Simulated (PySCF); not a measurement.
Molecule: pentanal (C(C)CCC=O, C₅H₁₀O).

Geometry:
```json
{"atom": "C1", "x (Å)": "-2.380", "y (Å)": "0.280", "z (Å)": "-0.206"}
{"atom": "C2", "x (Å)": "-1.125", "y (Å)": "-0.301", "z (Å)": "0.425"}
{"atom": "C3", "x (Å)": "0.156", "y (Å)": "0.197", "z (Å)": "-0.227"}
{"atom": "C4", "x (Å)": "1.414", "y (Å)": "-0.381", "z (Å)": "0.390"}
{"atom": "C5", "x (Å)": "2.691", "y (Å)": "0.128", "z (Å)": "-0.215"}
{"atom": "O6", "x (Å)": "2.752", "y (Å)": "0.941", "z (Å)": "-1.098"}
{"atom": "H7", "x (Å)": "-2.388", "y (Å)": "1.380", "z (Å)": "-0.137"}
{"atom": "H8", "x (Å)": "-3.292", "y (Å)": "-0.092", "z (Å)": "0.284"}
{"atom": "H9", "x (Å)": "-2.446", "y (Å)": "0.019", "z (Å)": "-1.275"}
{"atom": "H10", "x (Å)": "-1.105", "y (Å)": "-0.058", "z (Å)": "1.502"}
{"atom": "H11", "x (Å)": "-1.159", "y (Å)": "-1.404", "z (Å)": "0.371"}
{"atom": "H12", "x (Å)": "0.146", "y (Å)": "-0.037", "z (Å)": "-1.306"}
{"atom": "H13", "x (Å)": "0.203", "y (Å)": "1.298", "z (Å)": "-0.174"}
{"atom": "H14", "x (Å)": "1.469", "y (Å)": "-0.174", "z (Å)": "1.477"}
{"atom": "H15", "x (Å)": "1.436", "y (Å)": "-1.486", "z (Å)": "0.323"}
{"atom": "H16", "x (Å)": "3.627", "y (Å)": "-0.310", "z (Å)": "0.223"}
```

Geometry PBE0-D3(BJ)/def2-SVP throughout; GIAO in PySCF 2.14, gas phase, one conformer, non-relativistic; equivalent atoms averaged; functional PBE0.

For orientation, cc-pVDZ gives these shifts δ (against TMS at the same level): C5 193.2, C4 48.5, C2 26.6, C1 16.9, H16 9.83, H14/H15 2.17, H12/H13 1.36, H10/H11 1.09, H7/H8/H9 0.94 ppm.

A run gave: C5 215.6, C4 51.2, C2 24.2, C1 17.8, H16 10.45, H14/H15 2.51, H12/H13 1.47, H10/H11 1.14, H7/H8/H9 1.20 ppm (shifts δ (against TMS at the same level)).

Which basis set was used in that run?
A. aug-cc-pVDZ
B. pcSseg-0
C. 6-31G
D. STO-3G
E. cc-pVTZ

Answers

B. C5 tells them apart best: pcSseg-0 gives 215.6, aug-cc-pVDZ gives 197.3, cc-pVTZ gives 202.4, 6-31G gives 193.6, STO-3G gives 133.8 ppm.
